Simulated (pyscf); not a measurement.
[H₃C–N(CH₃)–AlH]• + H₂ -> H₃C–N(CH₃)–AlH₂ + H• (hydrogen abstraction; doublet surface; H–H broken, Al–H formed). Structures and frequencies: ωB97X-D3(BJ)/def2-SVP in PySCF. Energies in eV from the separated reactants.

```json
[
 {"level": "ωB97X-D3(BJ)/def2-TZVP", "barrier": "___", "reaction energy": "+0.76"},
 {"level": "PBE/def2-TZVP", "barrier": "___", "reaction energy": "___"},
 {"level": "r²SCAN/def2-TZVP", "barrier": "0.87", "reaction energy": "+0.97"},
 {"level": "M06-2X/def2-TZVP", "barrier": "1.09", "reaction energy": "+0.96"},
 {"level": "ωB97M-D3(BJ)/def2-TZVP", "barrier": "0.87", "reaction energy": "+0.73"},
 {"level": "HF/def2-TZVP", "barrier": "1.02", "reaction energy": "+0.59"}
]
```

Some entries are withheld; supply them.


- ωB97X-D3(BJ)/def2-TZVP, barrier: 0.89
- PBE/def2-TZVP, barrier: 0.88
- PBE/def2-TZVP, reaction energy: +0.92

At PBE, r²SCAN this geometry lies under the product side: in single points on another level's saddle the reverse barrier vanishes, and the forward threshold there is about the reaction energy. [H₃C–N(CH₃)–AlH]• lies 0.31 eV over its isomer [H₃C–Al(CH₃)–NH]•, and others may lie lower still (electronic energy, ωB97M-D3(BJ)). H₃C–N(CH₃)–AlH₂ lies 1.60 eV over its isomer H₃C–Al(CH₃)–NH₂, and others may lie lower still (electronic energy, ωB97M-D3(BJ)). One saddle was located; it need not be the lowest between these sides. The angle at the transferred H is 170°.
